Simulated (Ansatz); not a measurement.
Basis-set extrapolation for CH$_{5}$OSi, SMILES `CO[SiH2]` radical (PBE0-D4/def2-TZVP geometry, frozen core, Ansatz). Multiplicity 2, UHF reference.

```tsv
	def2-TZVPP	def2-QZVPP
HF	-404.618638	-404.633898
MP2 correlation	-0.517966	-0.556389
CCSD(T) correlation	-0.570640	not run
```

Energies in hartree. Use E(X) = E(∞) + A·exp(−7.88·√X) for Hartree–Fock and E(X) = E(∞) + B·X^(−2.97) for correlation, with X = 3 and 4, and add CCSD(T) minus MP2 of the smaller set to the MP2 limit.

**Question.** What is the CCSD(T) energy at the basis-set limit?

**Answer.** HF limit: -404.633898 + (-0.015260) × 0.13774 = -404.63600. MP2 limit: -0.556389 + (-0.038423) × 0.74074 = -0.58485. Higher-order term: -0.570640 − (-0.517966) = -0.05267. Total: -405.27352 hartree, 221.2 kJ/mol below CCSD(T)/def2-TZVPP.
